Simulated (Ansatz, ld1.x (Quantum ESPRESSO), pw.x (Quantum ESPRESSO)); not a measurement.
# fluorine (F): one change to the ultrasoft potential, in the atom and in the bcc crystal

fluorine (F), ultrasoft, made with ld1.x (Quantum ESPRESSO) 7.5 (PBEsol, scalar-relativistic). Core [He], reference 2s2 2p5. Waves: 2s (bound): rcut 0.50, rcutus 0.70 bohr; 2s channel at 0.35 Ry: rcut 0.50, rcutus 0.70 bohr; 2p (bound): rcut 1.55, rcutus 2.00 bohr; 2p channel at 2.95 Ry: rcut 1.55, rcutus 2.00 bohr; 3d channel at 0.1 Ry: rcut 1.45, rcutus 1.70 bohr; 3d channel at 2.7 Ry: rcut 1.45, rcutus 1.70 bohr. Local part: all-electron potential smoothed inside 1.70 bohr (lloc = -2). Core correction: Bessel-smoothed model core inside 0.70 bohr. Augmentation charge: PSQ, inside the norm-conserving radii.

Change: all radii but the core radius scaled by about 1.10 (s 0.76, p 2.20, d 1.86 bohr, rcut 0.54/1.70/1.60); local potential all-electron potential smoothed inside 1.86 bohr (lloc = -2).

Cutoffs, loose and tight: the cutoffs (Ry, on a coarse ladder) from which the occupation-weighted sum of valence levels, in a spherical-Bessel basis at the reference potential, stays within 10 and 1 mRy of its value at 400 Ry. They do not see the model core or the augmentation charge, which bear on the density cutoff. Test errors are all-electron minus pseudo excitation energies from the reference, over the configurations 2s2 2p4; 2s2 2p3; 2s2 2p2; 2s1 2p6; 2s1 2p5; 2s2 2p4.5; 2s2 2p5.3; variants that change the core or the reference have their own tests.

Crystal test: bcc F in pw.x 7.5, no spin, 17³ k-points, Fermi–Dirac smearing 0.01 Ry, cutoffs set for each file from its atomic test. The reference is all-electron LAPW (Ansatz 0.2.0) with the same functional, mesh and smearing; V0 and B0 come from Birch–Murnaghan fits to the pressures at five volumes. Errors are pseudo minus all-electron; Δ is the rms difference of the E(V) curves that follow from these fits, minima aligned, over ±6 % about the mean V0. Mesh and smearing are coarse, so the numbers serve the comparison and aren't converged zero-temperature values; the lattice is a test structure that the element need not adopt.

All-electron: a0 = 2.651 Å (V0 = 9.31 Å³/atom), B0 = 66.5 GPa.

Does the change bring the crystal closer to the all-electron result?

The mean pressure error goes from +2.48 to +5.67 GPa, so the change moves the solid further from the all-electron pressures.

```tsv
quantity	base	changed
outcome (atom)	generated	generated
cutoff, loose (atom)	60 Ry	35 Ry
cutoff, tight (atom)	90 Ry	70 Ry
bound ghosts (atom)	none	none
largest test error (meV) (atom)	+593	+968
cutoffs in pw.x (Ry)	110/900	85/900
a0 (Å)	2.682	–
a0 error (%)	+1.17	–
B0 error (%)	-2.9	–
Δ (meV/atom)	4.8	–
mean pressure error (GPa)	+2.48	+5.67
```

A dash: not determined, or the minimum lies outside the volumes sampled.

Base: This is a poor potential for the solid. Changed file: This is a poor potential for the solid. The atomic cutoffs weigh occupied waves only.
